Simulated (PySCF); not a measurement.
# Highest orbital energy against ionisation energy along group 13

Calculated with PySCF 2.14, no spin-orbit coupling. Each cell gives −ε(HOMO) / ΔSCF in eV; NIST values include spin-orbit coupling, (s) semi-empirical, (t) theoretical.

```json
{"species": "B (aug-cc-pVTZ-DK, spin-free X2C)", "UHF": "8.664 / 8.035", "LDA": "4.111 / 8.639", "PBE": "4.170 / 8.668", "PBE0": "5.373 / 8.642", "r2SCAN": "4.583 / 8.763", "NIST (lowest levels)": "8.298"}
{"species": "Al (aug-cc-pVTZ-DK, spin-free X2C)", "UHF": "5.919 / 5.589", "LDA": "3.010 / 6.019", "PBE": "3.087 / 6.061", "PBE0": "3.898 / 6.079", "r2SCAN": "3.340 / 6.153", "NIST (lowest levels)": "5.986"}
{"species": "Ga (aug-cc-pVTZ-DK, spin-free X2C)", "UHF": "5.807 / 5.522", "LDA": "2.936 / 6.056", "PBE": "2.938 / 5.979", "PBE0": "3.762 / 5.993", "r2SCAN": "3.187 / 6.115", "NIST (lowest levels)": "5.999"}
{"species": "In (aug-cc-pVTZ-DK3, spin-free X2C)", "UHF": "5.477 / 5.214", "LDA": "2.856 / 5.717", "PBE": "2.822 / 5.588", "PBE0": "3.590 / 5.619", "r2SCAN": "3.049 / 5.709", "NIST (lowest levels)": "5.786"}
{"species": "Tl (aug-cc-pVTZ-DK3, spin-free X2C)", "UHF": "5.217 / 4.990", "LDA": "2.748 / 5.564", "PBE": "2.680 / 5.407", "PBE0": "3.417 / 5.422", "r2SCAN": "2.889 / 5.482", "NIST (lowest levels)": "6.108"}
```

Q: How far is −ε(HOMO) from ΔSCF on average for each method, and why?

A: UHF 0.35 eV; LDA -3.27 eV; PBE -3.20 eV; PBE0 -2.34 eV; r2SCAN -3.03 eV. Hartree-Fock orbital energies lack relaxation and so exceed the ΔSCF value; semilocal functionals have convex E(N) from self-interaction, so their HOMO lies far too high; exact exchange moves hybrids part of the way back.
